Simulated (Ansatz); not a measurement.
A run of Ansatz (development build ahead of 0.2.0) on singlet P₂ at this shape:

```xyz
2

P    -0.0354    0.0345   -0.9531
P    -0.0037   -0.0377    0.9781
```

Its results:

```yaml
Converged: yes
Reference_energy: -681.47626 hartree
Correlation_energy: -0.27832 hartree
Total_energy: -681.75459 hartree
Spin_squared_of_the_determinant: 0.000
```

Q: Which input gives this output? Name the method, the orbitals and the basis set, and write the input.

A: RHF-MP2 in def2-TZVP. An unrestricted run that stays on the closed shell gives the same numbers.

```yaml
crystal:
  periodic: [false, false, false]
  atoms:
    - { symbol: P, position_ang: [-0.03536, 0.03451, -0.95314] }
    - { symbol: P, position_ang: [-0.00368, -0.03771, 0.97812] }
basis:
  gaussian: { orbitals: def2-TZVP }
hamiltonian:
  xc: hf
correlation:
  method: mp2
  frozen_orbitals: { P: 5 }
```

Caution: in another basis set an unrestricted determinant lies well below.
